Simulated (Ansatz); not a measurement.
Species: BCl$_{3}$, charge 0, singlet. BCl3 (SMILES ClB(Cl)Cl).
B3LYP-D3(BJ)/def2-TZVP minimum from Ansatz (a quantum-chemistry and plane-wave program):
```xyz
4

B      0.0000     0.0000     0.0000
Cl     0.0051     1.7450    -0.0247
Cl     1.5085    -0.8773    -0.0189
Cl    -1.5136    -0.8677     0.0437
```
Charge 0, spin multiplicity 1.

Hartree-Fock and MP2 correlation energies in hartree (Ansatz). Open shells are spin-unrestricted; no spin-orbit coupling. Cores are frozen in correlated methods. No relativity.

```json
[
 {"basis": "cc-pV(T+d)Z", "X": "3", "E(HF)": "-1403.37812", "E(corr, MP2)": "-0.66032"},
 {"basis": "cc-pV(Q+d)Z", "X": "4", "E(HF)": "-1403.38998", "E(corr, MP2)": "-0.72424"},
 {"basis": "cc-pV(5+d)Z", "X": "5", "E(HF)": "-1403.39204", "E(corr, MP2)": "withheld"}
]
```

Problem. Fit E(corr) = E∞ + A/X³ to X = 3 and 4, predict X = 5, and compare with the run.

Solution. A = (-0.66032 - (-0.72424))/(1/27 - 1/64) = 2.9852; E∞ = -0.72424 - A/64 = -0.77088; at X = 5, E∞ + A/125 = -0.74700. The run gave -0.75119, 4.19 mEh below the prediction. The same form on X = 4 and 5 gives E∞ = -0.77947, 8.58 mEh below the first estimate.
